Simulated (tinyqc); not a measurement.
Worked calculation: RHF in the sto-3g basis, for H2O, spin multiplicity 1. Computed by tinyqc, a small Python program that keeps every step (integrals from PySCF). Settings: charge = 0, multiplicity = 1, basis = sto-3g, energy threshold = 1e-09, iteration cap = 50, orthogonalisation = symmetric, start = Wolfsberg-Helmholz matrix, DIIS depth = 6, method = RHF. Command: `OMP_NUM_THREADS=1 python tinyqc.py 29057 29058 out.jsonl` (the two numbers bound the seeds that draw the settings). One thread of a shared host (Intel(R) Xeon(R) Processor @ 2.60GHz), about 0.07 s of CPU time with the checks. Later iterations appear only in the table of the cycle.

## One-electron integrals

Geometry (angstrom):
```
atom        x         y        z
O     0.00000   0.00000  0.00000
H     0.00000   0.83600  0.66500
H     0.00000  -0.83600  0.66500
```

Basis sto-3g: exponents (1/bohr^2) and contraction coefficients of normalised primitives:
```
element  l (shell)   exponent  coefficient
O            s (1)  130.70932      0.15433
O            s (1)   23.80886      0.53533
O            s (1)    6.44361      0.44463
O            s (2)    5.03315     -0.09997
O            s (2)    1.16960      0.39951
O            s (2)    0.38039      0.70012
O            p (3)    5.03315      0.15592
O            p (3)    1.16960      0.60768
O            p (3)    0.38039      0.39196
H            s (1)    3.42525      0.15433
H            s (1)    0.62391      0.53533
H            s (1)    0.16886      0.44463
```

Overlap, kinetic and nuclear-attraction integrals over the contracted functions; the nuclear repulsion is the sum of Za Zb / Rab.

nuclear repulsion = 8.2425154 hartree

overlap S, lower triangle:
```
          1O 1s    1O 2s   1O 2px    1O 2py   1O 2pz    2H 1s    3H 1s
1O 1s   1.00000
1O 2s   0.23670  1.00000
1O 2px  0.00000  0.00000  1.00000
1O 2py  0.00000  0.00000  0.00000   1.00000
1O 2pz  0.00000  0.00000  0.00000   0.00000  1.00000
2H 1s   0.04143  0.40494  0.00000   0.27608  0.21961  1.00000
3H 1s   0.04143  0.40494  0.00000  -0.27608  0.21961  0.19954  1.00000
```

kinetic energy T (hartree), lower triangle:
```
           1O 1s    1O 2s   1O 2px    1O 2py   1O 2pz     2H 1s    3H 1s
1O 1s   29.00320
1O 2s   -0.16801  0.80813
1O 2px   0.00000  0.00000  2.52873
1O 2py   0.00000  0.00000  0.00000   2.52873
1O 2pz   0.00000  0.00000  0.00000   0.00000  2.52873
2H 1s   -0.00775  0.08170  0.00000   0.16136  0.12836   0.76003
3H 1s   -0.00775  0.08170  0.00000  -0.16136  0.12836  -0.00140  0.76003
```

nuclear attraction V (hartree), lower triangle:
```
            1O 1s      1O 2s    1O 2px     1O 2py    1O 2pz     2H 1s     3H 1s
1O 1s   -61.60921
1O 2s    -7.41759  -10.03630
1O 2px    0.00000    0.00000  -9.89856
1O 2py    0.00000    0.00000   0.00000  -10.01698
1O 2pz   -0.01552   -0.18846   0.00000    0.00000  -9.97349
2H 1s    -1.33091   -3.16046   0.00000   -1.90101  -1.56619  -5.41240
3H 1s    -1.33091   -3.16046   0.00000    1.90101  -1.56619  -1.19203  -5.41240
```

core Hamiltonian H = T + V (hartree), lower triangle:
```
            1O 1s     1O 2s    1O 2px    1O 2py    1O 2pz     2H 1s     3H 1s
1O 1s   -32.60601
1O 2s    -7.58561  -9.22817
1O 2px    0.00000   0.00000  -7.36983
1O 2py    0.00000   0.00000   0.00000  -7.48825
1O 2pz   -0.01552  -0.18846   0.00000   0.00000  -7.44476
2H 1s    -1.33866  -3.07876   0.00000  -1.73965  -1.43783  -4.65237
3H 1s    -1.33866  -3.07876   0.00000   1.73965  -1.43783  -1.19343  -4.65237
```

## Two-electron integrals

Functions are numbered as in S; the eight-fold symmetry (ij|kl) = (ji|kl) = (kl|ij) leaves the list below.

Two-electron integrals (ij|kl) in chemists' order, unique and non-zero (hartree):
```
(11|11) 4.78507    (21|11) 0.74138    (21|21) 0.13687    (22|11) 1.11895
(22|21) 0.25663    (22|22) 0.81721    (31|31) 0.02448    (32|31) 0.03781
(32|32) 0.18052    (33|11) 1.11581    (33|21) 0.25668    (33|22) 0.81702
(33|33) 0.88016    (41|41) 0.02448    (42|41) 0.03781    (42|42) 0.18052
(43|43) 0.04744    (44|11) 1.11581    (44|21) 0.25668    (44|22) 0.81702
(44|33) 0.78527    (44|44) 0.88016    (51|51) 0.02448    (52|51) 0.03781
(52|52) 0.18052    (53|53) 0.04744    (54|54) 0.04744    (55|11) 1.11581
(55|21) 0.25668    (55|22) 0.81702    (55|33) 0.78527    (55|44) 0.78527
(55|55) 0.88016    (61|11) 0.13145    (61|21) 0.02408    (61|22) 0.04489
(61|33) 0.04480    (61|41) 0.00087    (61|42) 0.00163    (61|44) 0.04497
(61|51) 0.00069    (61|52) 0.00130    (61|54) 0.00013    (61|55) 0.04491
(61|61) 0.00429    (62|11) 0.33188    (62|21) 0.07712    (62|22) 0.27337
(62|33) 0.26863    (62|41) 0.00454    (62|42) 0.03523    (62|44) 0.27718
(62|51) 0.00361    (62|52) 0.02802    (62|54) 0.00680    (62|55) 0.27404
(62|61) 0.01384    (62|62) 0.11488    (63|31) 0.00792    (63|32) 0.04665
(63|43) 0.00725    (63|53) 0.00576    (63|63) 0.01605    (64|11) 0.19108
(64|21) 0.04496    (64|22) 0.17015    (64|33) 0.16250    (64|41) 0.01023
(64|42) 0.06732    (64|44) 0.18206    (64|51) 0.00184    (64|52) 0.01644
(64|54) 0.00980    (64|55) 0.16571    (64|61) 0.00841    (64|62) 0.08688
(64|64) 0.08098    (65|11) 0.15199    (65|21) 0.03577    (65|22) 0.13535
(65|33) 0.12926    (65|41) 0.00184    (65|42) 0.01644    (65|44) 0.13329
(65|51) 0.00938    (65|52) 0.05973    (65|54) 0.01045    (65|55) 0.14334
(65|61) 0.00669    (65|62) 0.06911    (65|64) 0.05165    (65|65) 0.05714
(66|11) 0.48330    (66|21) 0.11413    (66|22) 0.46499    (66|33) 0.44647
(66|41) 0.00842    (66|42) 0.09100    (66|44) 0.48014    (66|51) 0.00670
(66|52) 0.07239    (66|54) 0.02678    (66|55) 0.46777    (66|61) 0.02065
(66|62) 0.25011    (66|64) 0.21583    (66|65) 0.17169    (66|66) 0.77461
(71|11) 0.13145    (71|21) 0.02408    (71|22) 0.04489    (71|33) 0.04480
(71|41) -0.00087   (71|42) -0.00163   (71|44) 0.04497    (71|51) 0.00069
(71|52) 0.00130    (71|54) -0.00013   (71|55) 0.04491    (71|61) 0.00422
(71|62) 0.01341    (71|64) 0.00747    (71|65) 0.00649    (71|66) 0.01982
(71|71) 0.00429    (72|11) 0.33188    (72|21) 0.07712    (72|22) 0.27337
(72|33) 0.26863    (72|41) -0.00454   (72|42) -0.03523   (72|44) 0.27718
(72|51) 0.00361    (72|52) 0.02802    (72|54) -0.00680   (72|55) 0.27404
(72|61) 0.01341    (72|62) 0.09235    (72|64) 0.04835    (72|65) 0.05400
(72|66) 0.16368    (72|71) 0.01384    (72|72) 0.11488    (73|31) 0.00792
(73|32) 0.04665    (73|43) -0.00725   (73|53) 0.00576    (73|63) 0.01245
(73|73) 0.01605    (74|11) -0.19108   (74|21) -0.04496   (74|22) -0.17015
(74|33) -0.16250   (74|41) 0.01023    (74|42) 0.06732    (74|44) -0.18206
(74|51) -0.00184   (74|52) -0.01644   (74|54) 0.00980    (74|55) -0.16571
(74|61) -0.00747   (74|62) -0.04835   (74|64) -0.01335   (74|65) -0.02768
(74|66) -0.07706   (74|71) -0.00841   (74|72) -0.08688   (74|74) 0.08098
(75|11) 0.15199    (75|21) 0.03577    (75|22) 0.13535    (75|33) 0.12926
(75|41) -0.00184   (75|42) -0.01644   (75|44) 0.13329    (75|51) 0.00938
(75|52) 0.05973    (75|54) -0.01045   (75|55) 0.14334    (75|61) 0.00649
(75|62) 0.05400    (75|64) 0.02768    (75|65) 0.04356    (75|66) 0.10455
(75|71) 0.00669    (75|72) 0.06911    (75|74) -0.05165   (75|75) 0.05714
(76|11) 0.11813    (76|21) 0.02772    (76|22) 0.10694    (76|33) 0.10438
(76|44) 0.10646    (76|51) 0.00201    (76|52) 0.01872    (76|55) 0.10985
(76|61) 0.00492    (76|62) 0.04479    (76|64) 0.02936    (76|65) 0.03030
(76|66) 0.10198    (76|71) 0.00492    (76|72) 0.04479    (76|74) -0.02936
(76|75) 0.03030    (76|76) 0.02179    (77|11) 0.48330    (77|21) 0.11413
(77|22) 0.46499    (77|33) 0.44647    (77|41) -0.00842   (77|42) -0.09100
(77|44) 0.48014    (77|51) 0.00670    (77|52) 0.07239    (77|54) -0.02678
(77|55) 0.46777    (77|61) 0.01982    (77|62) 0.16368    (77|64) 0.07706
(77|65) 0.10455    (77|66) 0.31301    (77|71) 0.02065    (77|72) 0.25011
(77|74) -0.21583   (77|75) 0.17169    (77|76) 0.10198    (77|77) 0.77461
```

## Orthogonalisation

S = U s U^T; symmetric (Loewdin) form X = U s^(-1/2) U^T, so that X^T S X = 1.

eigenvalues of S: 0.41417  0.49725  0.88474  1.00000  1.09996  1.30321  1.80067

X, lower triangle:
```
           1O 1s     1O 2s   1O 2px    1O 2py    1O 2pz     2H 1s    3H 1s
1O 1s    1.02376
1O 2s   -0.13814   1.17382
1O 2px   0.00000   0.00000  1.00000
1O 2py   0.00000   0.00000  0.00000   1.07994
1O 2pz  -0.00816   0.08055  0.00000   0.00000   1.04271
2H 1s    0.01968  -0.23634  0.00000  -0.18571  -0.12579   1.14478
3H 1s    0.01968  -0.23634  0.00000   0.18571  -0.12579  -0.06937  1.14478
```

## Starting guess

The start is the generalised Wolfsberg-Helmholz matrix (K = 1.75) built on H; D = 2 C_occ C_occ^T.

D at the start, lower triangle:
```
           1O 1s     1O 2s   1O 2px    1O 2py   1O 2pz    2H 1s    3H 1s
1O 1s    2.06644
1O 2s   -0.27476   1.24617
1O 2px   0.00000   0.00000  2.00000
1O 2py   0.00000   0.00000  0.00000   1.48310
1O 2pz   0.10336  -0.37880  0.00000   0.00000  1.83920
2H 1s   -0.13501   0.35437  0.00000   0.34901  0.12204  0.21528
3H 1s   -0.13501   0.35437  0.00000  -0.34901  0.12204  0.05103  0.21528
```

## Iteration 1: building the Fock matrix

J_ij = sum D_kl (ij|kl), K_ij = sum D_kl (ik|jl); F = H + J - 0.5 K; E = tr D H + tr D J / 2 - 0.25 tr D K + E_nn.

Coulomb J (hartree), lower triangle:
```
           1O 1s     1O 2s   1O 2px    1O 2py   1O 2pz    2H 1s    3H 1s
1O 1s   17.77424
1O 2s    3.37128   8.41601
1O 2px   0.00000   0.00000  8.40149
1O 2py   0.00000   0.00000  0.00000   8.40846
1O 2pz  -0.00860  -0.00474  0.00000   0.00000  8.41493
2H 1s    0.59293   2.77356  0.00000   1.71269  1.36583  4.72610
3H 1s    0.59293   2.77356  0.00000  -1.71269  1.36583  1.07981  4.72610
```

exchange K (hartree), lower triangle:
```
          1O 1s     1O 2s   1O 2px    1O 2py   1O 2pz    2H 1s    3H 1s
1O 1s   9.74843
1O 2s   1.71119   2.58855
1O 2px  0.00000   0.00000  2.25567
1O 2py  0.00000   0.00000  0.00000   2.12462
1O 2pz  0.00952  -0.10933  0.00000   0.00000  2.23201
2H 1s   0.30938   1.00059  0.00000   0.59101  0.42768  0.91415
3H 1s   0.30938   1.00059  0.00000  -0.59101  0.42768  0.36378  0.91415
```

Fock matrix F (hartree), lower triangle:
```
            1O 1s     1O 2s    1O 2px    1O 2py    1O 2pz     2H 1s     3H 1s
1O 1s   -19.70598
1O 2s    -5.06993  -2.10644
1O 2px    0.00000   0.00000  -0.09617
1O 2py    0.00000   0.00000   0.00000  -0.14210
1O 2pz   -0.02888  -0.13853   0.00000   0.00000  -0.14584
2H 1s    -0.90042  -0.80550   0.00000  -0.32247  -0.28584  -0.38335
3H 1s    -0.90042  -0.80550   0.00000   0.32247  -0.28584  -0.29551  -0.38335
```

total energy of this density = -74.5461161 hartree

## Iteration 1: diagonalisation and new density

Diagonalise F' = X^T F X, C = X C', fill 5 alpha and 5 beta electrons from the bottom; D = 2 C_occ C_occ^T. Each column has its largest component positive (the first on a tie).

F' = X^T F X (hartree), lower triangle:
```
           1         2         3         4         5         6        7
1  -19.32359
2   -2.70526  -0.93854
3    0.00000   0.00000  -0.09617
4    0.00000   0.00000   0.00000   0.08690
5   -0.05263   0.04514   0.00000   0.00000  -0.03223
6   -0.09977  -0.45455   0.00000  -0.39676  -0.26355   0.04336
7   -0.09977  -0.45455   0.00000   0.39676  -0.26355  -0.10818  0.04336
```

orbital energies (hartree): MO1 -19.71625, MO2 -0.99908, MO3 -0.44281, MO4 -0.20009, MO5 -0.09617, MO6 0.55624, MO7 0.68125

coefficients C:
```
             MO1       MO2       MO3       MO4      MO5       MO6       MO7
1O 1s    0.99372  -0.21498   0.00000   0.11980  0.00000  -0.14125   0.00000
1O 2s    0.02737   0.74599   0.00000  -0.55497  0.00000   0.80616   0.00000
1O 2px   0.00000   0.00000   0.00000   0.00000  1.00000   0.00000   0.00000
1O 2py   0.00000   0.00000   0.60499   0.00000  0.00000   0.00000   0.93232
1O 2pz   0.00399   0.15114   0.00000   0.78521  0.00000   0.69717   0.00000
2H 1s   -0.00564   0.23953   0.45433   0.23982  0.00000  -0.73171  -0.75177
3H 1s   -0.00564   0.23953  -0.45433   0.23982  0.00000  -0.73171   0.75177
```

D after iteration 1, lower triangle:
```
           1O 1s     1O 2s   1O 2px    1O 2py   1O 2pz     2H 1s    3H 1s
1O 1s    2.09610
1O 2s   -0.39932   1.73049
1O 2px   0.00000   0.00000  2.00000
1O 2py   0.00000   0.00000  0.00000   0.73203
1O 2pz   0.13108  -0.64581  0.00000   0.00000  1.27883
2H 1s   -0.05673   0.09088  0.00000   0.54973  0.44898   0.64267
3H 1s   -0.05673   0.09088  0.00000  -0.54973  0.44898  -0.18298  0.64267
```

## Iteration 2: building the Fock matrix

As before.

Coulomb J (hartree), lower triangle:
```
           1O 1s    1O 2s   1O 2px    1O 2py   1O 2pz    2H 1s    3H 1s
1O 1s   17.21149
1O 2s    3.24055  8.09654
1O 2px   0.00000  0.00000  8.09971
1O 2py   0.00000  0.00000  0.00000   8.07523
1O 2pz  -0.01249  0.01625  0.00000   0.00000  8.09094
2H 1s    0.56994  2.70581  0.00000   1.68370  1.35393  4.77977
3H 1s    0.56994  2.70581  0.00000  -1.68370  1.35393  1.07130  4.77977
```

exchange K (hartree), lower triangle:
```
          1O 1s     1O 2s   1O 2px    1O 2py   1O 2pz    2H 1s    3H 1s
1O 1s   9.75894
1O 2s   1.65415   2.54368
1O 2px  0.00000   0.00000  2.24674
1O 2py  0.00000   0.00000  0.00000   1.68241
1O 2pz  0.00584  -0.18607  0.00000   0.00000  1.94619
2H 1s   0.30443   0.97311  0.00000   0.62657  0.49737  1.18527
3H 1s   0.30443   0.97311  0.00000  -0.62657  0.49737  0.33429  1.18527
```

Fock matrix F (hartree), lower triangle:
```
            1O 1s     1O 2s    1O 2px    1O 2py    1O 2pz     2H 1s     3H 1s
1O 1s   -20.27399
1O 2s    -5.17213  -2.40347
1O 2px    0.00000   0.00000  -0.39349
1O 2py    0.00000   0.00000   0.00000  -0.25423
1O 2pz   -0.03093  -0.07917   0.00000   0.00000  -0.32692
2H 1s    -0.92093  -0.85950   0.00000  -0.36924  -0.33258  -0.46524
3H 1s    -0.92093  -0.85950   0.00000   0.36924  -0.33258  -0.28928  -0.46524
```

total energy of this density = -74.9333463 hartree

## Iteration 2: DIIS over 2 matrices

error matrix X^T (FDS - SDF) X:
```
          1         2        3         4         5         6         7
1   0.00000  -0.02241  0.00000   0.00000  -0.03998   0.04210   0.04210
2   0.02241   0.00000  0.00000   0.00000   0.10830  -0.11830  -0.11830
3   0.00000   0.00000  0.00000   0.00000   0.00000   0.00000   0.00000
4   0.00000   0.00000  0.00000   0.00000   0.00000  -0.00018   0.00018
5   0.03998  -0.10830  0.00000   0.00000   0.00000  -0.00759  -0.00759
6  -0.04210   0.11830  0.00000   0.00018   0.00759   0.00000   0.00000
7  -0.04210   0.11830  0.00000  -0.00018   0.00759   0.00000   0.00000
```

B (overlaps of the stored error matrices):
```
               1              2
1  1.7383792e+00  1.4431606e-01
2  1.4431606e-01  9.0954213e-02
```

Minimise |sum c_i e_i|^2 with sum c_i = 1: solve [B -1; -1 0][c; lambda] = [0; -1] with B_ij = tr e_i^T e_j, and take F = sum c_i F_i.

DIIS coefficients: -0.03463  1.03463

extrapolated F (hartree), lower triangle:
```
            1O 1s     1O 2s    1O 2px    1O 2py    1O 2pz     2H 1s     3H 1s
1O 1s   -20.29367
1O 2s    -5.17567  -2.41375
1O 2px    0.00000   0.00000  -0.40379
1O 2py    0.00000   0.00000   0.00000  -0.25811
1O 2pz   -0.03100  -0.07711   0.00000   0.00000  -0.33319
2H 1s    -0.92165  -0.86137   0.00000  -0.37085  -0.33420  -0.46807
3H 1s    -0.92165  -0.86137   0.00000   0.37085  -0.33420  -0.28906  -0.46807
```

## Iteration 2: diagonalisation and new density

As before.

F' = X^T F X (hartree), lower triangle:
```
           1         2         3         4         5         6         7
1  -19.91646
2   -2.69818  -1.27428
3    0.00000   0.00000  -0.40379
4    0.00000   0.00000   0.00000  -0.01587
5   -0.06104   0.11573   0.00000   0.00000  -0.20239
6   -0.11006  -0.44258   0.00000  -0.41972  -0.30225  -0.02640
7   -0.11006  -0.44258   0.00000   0.41972  -0.30225  -0.07918  -0.02640
```

orbital energies (hartree): MO1 -20.30215, MO2 -1.22325, MO3 -0.57611, MO4 -0.46584, MO5 -0.40379, MO6 0.49253, MO7 0.61302

coefficients C:
```
             MO1       MO2       MO3       MO4      MO5       MO6       MO7
1O 1s    0.99436  -0.23484   0.00000   0.09471  0.00000  -0.12303   0.00000
1O 2s    0.02465   0.85806   0.00000  -0.48047  0.00000   0.73987   0.00000
1O 2px   0.00000   0.00000   0.00000   0.00000  1.00000   0.00000   0.00000
1O 2py   0.00000   0.00000   0.60510   0.00000  0.00000   0.00000   0.93225
1O 2pz   0.00368   0.09011   0.00000   0.77324  0.00000   0.72071   0.00000
2H 1s   -0.00493   0.16255   0.45424   0.29472  0.00000  -0.73281  -0.75182
3H 1s   -0.00493   0.16255  -0.45424   0.29472  0.00000  -0.73281   0.75182
```

D after iteration 2, lower triangle:
```
           1O 1s     1O 2s   1O 2px    1O 2py   1O 2pz     2H 1s    3H 1s
1O 1s    2.10573
1O 2s   -0.44502   1.93547
1O 2px   0.00000   0.00000  2.00000
1O 2py   0.00000   0.00000  0.00000   0.73228
1O 2pz   0.11146  -0.58822  0.00000   0.00000  1.21206
2H 1s   -0.03033  -0.00449  0.00000   0.54972  0.48503   0.63928
3H 1s   -0.03033  -0.00449  0.00000  -0.54972  0.48503  -0.18606  0.63928
```

## Iteration 7 (converged): orbitals

converged F (hartree), lower triangle:
```
            1O 1s     1O 2s    1O 2px    1O 2py    1O 2pz     2H 1s     3H 1s
1O 1s   -20.25090
1O 2s    -5.16365  -2.41768
1O 2px    0.00000   0.00000  -0.38841
1O 2py    0.00000   0.00000   0.00000  -0.24940
1O 2pz   -0.02634  -0.08531   0.00000   0.00000  -0.29105
2H 1s    -0.91985  -0.84721   0.00000  -0.36451  -0.33742  -0.44963
3H 1s    -0.91985  -0.84721   0.00000   0.36451  -0.33742  -0.28286  -0.44963
```

As before.

F' = X^T F X (hartree), lower triangle:
```
           1         2         3         4         5         6         7
1  -19.87520
2   -2.68794  -1.29664
3    0.00000   0.00000  -0.38841
4    0.00000   0.00000   0.00000  -0.00995
5   -0.05474   0.10640   0.00000   0.00000  -0.15617
6   -0.11268  -0.42746   0.00000  -0.41547  -0.31046  -0.01210
7   -0.11268  -0.42746   0.00000   0.41547  -0.31046  -0.07781  -0.01210
```

orbital energies (hartree): MO1 -20.25929, MO2 -1.22154, MO3 -0.56091, MO4 -0.44294, MO5 -0.38841, MO6 0.50585, MO7 0.61666

coefficients C:
```
             MO1       MO2       MO3       MO4      MO5       MO6       MO7
1O 1s    0.99438  -0.23760   0.00000   0.09670  0.00000  -0.11580   0.00000
1O 2s    0.02454   0.87433   0.00000  -0.49663  0.00000   0.70954   0.00000
1O 2px   0.00000   0.00000   0.00000   0.00000  1.00000   0.00000   0.00000
1O 2py   0.00000   0.00000   0.60814   0.00000  0.00000   0.00000   0.93027
1O 2pz   0.00342   0.09541   0.00000   0.74996  0.00000   0.74424   0.00000
2H 1s   -0.00486   0.14782   0.45178   0.32008  0.00000  -0.72526  -0.75330
3H 1s   -0.00486   0.14782  -0.45178   0.32008  0.00000  -0.72526   0.75330
```

D after iteration 7, lower triangle:
```
           1O 1s     1O 2s   1O 2px    1O 2py   1O 2pz     2H 1s    3H 1s
1O 1s    2.10918
1O 2s   -0.46273   2.02340
1O 2px   0.00000   0.00000  2.00000
1O 2py   0.00000   0.00000  0.00000   0.73966
1O 2pz   0.10650  -0.57789  0.00000   0.00000  1.14311
2H 1s   -0.01800  -0.05968  0.00000   0.54949  0.50827   0.65687
3H 1s   -0.01800  -0.05968  0.00000  -0.54949  0.50827  -0.15957  0.65687
```

## Convergence

Stop when the energy changes by less than 1e-09 hartree and every element of the error matrix X^T (F D S - S D F) X is below 9e-06.

Course of the cycle:
```
iteration  E (hartree)     change  largest element of the error matrix
1          -74.5461161          -                             4.63e-01
2          -74.9333463  -3.87e-01                             1.18e-01
3          -74.9511827  -1.78e-02                             3.44e-02
4          -74.9529475  -1.76e-03                             6.23e-03
5          -74.9530419  -9.44e-05                             1.93e-03
6          -74.9530527  -1.08e-05                             1.81e-05
7          -74.9530527  -5.39e-10                             1.46e-07
```

PySCF RHF in the same basis = -74.9530527 hartree

Converged in 7 iterations.

## Populations, bond orders and dipole

Mulliken: Z minus the diagonal of D S on the atom; Loewdin: the same with S^(1/2) D S^(1/2); Mayer order: 2 sum_s sum (D(s) S)_ij (D(s) S)_ji over the two atoms.

Charges (e):
```
atom  Mulliken   Loewdin
1O    -0.27312  -0.19668
2H     0.13656   0.09834
3H     0.13656   0.09834
```

Mayer bond orders:
```
pair    order
2-1   0.97261
3-1   0.97261
3-2   0.00874
```

dipole moment about the origin, x y z (debye): 0.00000  0.00000  1.58287
